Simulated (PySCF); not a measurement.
# CH2O: the cost of one run

Programs: PySCF 2.14.0, with routines of our own; each step states its level. All values are computed. Atoms count from 0.

## (1) The starting structure

4 atoms, charge -1, multiplicity 2; geometry from: GFN2-xTB.

## (2) Open-shell or spin-flip excitations: unrestricted TDDFT wB97X-D/def2-SVPD in water

What the job is given:

```
{"job": {"kind": "uabs", "xc": "wB97X-D", "basis": "def2-SVPD", "nstates": 10, "tda": false, "solvent": "water", "pol": false}, "charge": -1, "multiplicity": 2}
C     -0.028094     0.005692    -0.189657
O      1.255583    -0.159133     0.015556
H     -0.491507     0.994103     0.078207
H     -0.725748    -0.835889     0.073040
```

Method: unrestricted TDDFT wB97X-D/def2-SVPD, vertical, IEF-PCM water (non-equilibrium linear response), core orbitals frozen in the response.

Command:

```console
$ OMP_NUM_THREADS=1 python excited_run.py task.json out
```

One launch serves the whole session: the jobs run in the order shown.

Q: Estimate the wall time and peak memory of this first job on 1 thread of Arm Neoverse V2, shared host.

About 2.6 s, with a peak of 0.27 GiB.
